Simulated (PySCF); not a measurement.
## Computed data sheet: `[BH3-]` [radical]

BH3 (charge -1 and doublet state).
Hydrogens: H2, H3, H4 on B1.

PBE0-D3(BJ)/def2-SVP geometry optimisation, gas phase (PySCF):

* Rotational constants A, B, C: 218.123, 218.103, 110.683 GHz

From UKS B3LYP, IGLO-III on B, pcH-1 on H, non-relativistic, mean-field spin-orbit, GIAO (PySCF):

- Isotropic g value: 2.00244
- Principal g values: 2.00228, 2.00252, 2.00252
- Spin squared ⟨S²⟩: 0.752
- Largest Mulliken spin population: 1.15 on B1
- Largest isotropic hyperfine couplings (means over sets of like nuclei): 11B +52.3 (B1), 1H -36.3 (H2/H3/H4) MHz

Monoisotopic mass of the ion (most abundant isotopes, electron mass counted): 14.0333 u.

⟨S²⟩ is 0.002 above the pure-spin value S(S + 1) = 0.75. The rotational constants are those of a nearly oblate symmetric top. g_iso is shifted by about +120 ppm from the free-electron value 2.002319; the principal values span 0.0002. At 9.50 GHz, hν = g·μB·B₀ (B₀ the magnetic field) puts the centre of the isotropic spectrum, to first order, at 339.0 mT. With B = h/(8π²I), that is 505.379 GHz u Å² over I, the principal moments of inertia are 2.32, 2.32 and 4.57 u Å² (most abundant isotopes).

Whether the extra electron is bound in the gas phase wasn't checked; a finite basis holds it in any case. The geometry's basis has no diffuse functions, a weakness for an anion.
